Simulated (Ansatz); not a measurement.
# CO (+2) (triplet): energies up the ladder

The task, for CO (+2) (triplet): energies up the ladder. Charge +2. Spin multiplicity 3.

Computed with Ansatz 0.2.0 (the levels named in each step, unless a step's input says otherwise).

**1. The starting structure**

Bond lengths: C1–O2 1.117 Å.

Structure file:

```xyz
2

C     0.0000    0.0000    0.0000
O     0.0000    0.0000    1.1172
```

**2. A rough first relaxation, PBE-D4/def2-SVP**

input.yaml reads:

```yaml
crystal:
  periodic: [false, false, false]
  atoms:
    - { symbol: C, position_ang: [0.0, 0.0, 0.0] }
    - { symbol: O, position_ang: [0.0, 0.0, 1.11721] }
magnetization:
  spin_polarized: true
  initial_magnetization: 2
total_charge: 2
basis:
  gaussian: { orbitals: def2-SVP }
hamiltonian:
  xc: pbe
  dispersion: d4
relax:
  f_tol: 0.03
  max_steps: 200
```

Run with:

```bash
$ ansatz run input.yaml --threads 1 --pin off --max-ram 2560MiB --backend cpu --events-out ev --progress --plain --runs-dir out
```

Further steps of the session: Relaxation, PBE0-D4/def2-TZVPP; Frequencies, PBE0-D4/def2-TZVPP; Single point, PBE-D4/def2-TZVPP; Single point, r2SCAN-D4/def2-TZVPP; Single point, B3LYP-D4/def2-TZVPP; Single point, wB97M-V/def2-TZVPP; Single point, B2PLYP/def2-TZVPP; Single point, LDA/def2-TZVPP; Single point, PBE0-D4/def2-SVP; Single point, PBE-D4/def2-SVP; Single point, CCSD(T)/def2-TZVPP; Single point, CCSD(T)/def2-QZVPP.

What does the calculation give? Wanted: C1–O2 at PBE0-D4/def2-TZVPP; frequencies at PBE0-D4/def2-TZVPP; energy at CCSD(T)/CBS.

The runs gave:

```
                         quantity         value
      C1–O2 at PBE0-D4/def2-TZVPP       1.225 Å
frequencies at PBE0-D4/def2-TZVPP     1624 cm⁻¹
            energy at CCSD(T)/CBS  -3039.175 eV
```

No mode is imaginary, so the geometry is a minimum. These totals serve in differences with atoms or fragments at the same level; alone they don't rank the methods.
